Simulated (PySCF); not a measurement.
**Structure from NMR data**

The spectra below were simulated for a compound C5H10.

¹H NMR (400 MHz, computed): δ 6.13 (ddt, J = 17.9, 11.2, 8.4 Hz, 1H), 5.25 (dq, J = 17.9, 2.0 Hz, 1H), 5.14 (ddt, J = 11.2, 2.4, 1.4 Hz, 1H), 2.02 (qt, J = 8.1, 1.6 Hz, 2H), 1.33 (sext, J = 8.1 Hz, 2H), 0.98 (t, J = 8.2 Hz, 3H).

¹³C{¹H} NMR (computed): δ 150.7 (CH), 120.8 (CH2), 43.1 (CH2), 29.2 (CH2), 17.4 (CH3).

Computed data (PySCF): couplings computed with B3LYP/pcJ-1 (without the spin–dipole term), GIAO B97-2/pcSseg-2 shieldings, geometry: PBE0-D3(BJ)/def2-SVP. Non-relativistic, gas phase, a single conformation, rapidly exchanging positions averaged.

References, each an isolated molecule treated in the same way: ¹H and ¹³C vs TMS.

Question: Propose a structure and justify it.

Answer: 
Rings plus π bonds: 1 (no ring in the answer). 5 carbon signals for 5 carbons: no two carbons are equivalent. Carbon types of the structure: 1 × CH, 3 × CH2, 1 × CH3, which accounts for all hydrogens. δC 150.7: alkene CH; an sp2 carbon of a C=C bond. δC 120.8: terminal =CH2 carbon; an sp2 carbon of a C=C bond. δC 43.1: allylic sp3 CH2; a saturated carbon with 2 carbon neighbours and no heteroatom attached. δC 17.4: methyl carbon; aliphatic region, no heteroatom directly attached. δH 6.13: hydrogen on an alkene CH; attached to an sp2 carbon and in the plane of the double bond. δH 2.02: hydrogen on an allylic sp3 CH2; allylic position. δH 0.98: hydrogen on a methyl carbon; far from electronegative atoms and π systems. The protons at 5.25 and 6.13 share a coupling of 17.9 Hz (vicinal, trans across C=C). The protons at 5.14 and 6.13 share a coupling of 11.2 Hz (vicinal, cis across C=C). The protons at 6.13 and 2.02 share a coupling of 8.4 Hz (vicinal). The protons at 1.33 and 0.98 share a coupling of 8.2 Hz (vicinal).

These data were computed for `CCCC=C`.

The data come from this structure; uniqueness wasn't tested.

Splittings below 1 Hz are ignored in the labels, and close J values are merged. Unscaled 3J(H,H) at this level run about 10 % above measured values. Shifts are as computed. Against solution values, carbons near 30 ppm lie about +4 ppm off and those near 130 ppm about +7 ppm. Of 1211 compounds with measured shifts, 218 miss one by over three times the rms of a fit or turn the order of signals round; such compounds aren't used in these exercises. Couplings across =CH–CH2 type bonds come from one rotamer and its mirror image, and can be 1–2 Hz further off. Across freely rotating sp3–sp3 bonds, 3J(H,H) is taken as (2 J gauche + J anti)/3 from the one conformer, which assumes equal rotamer populations.
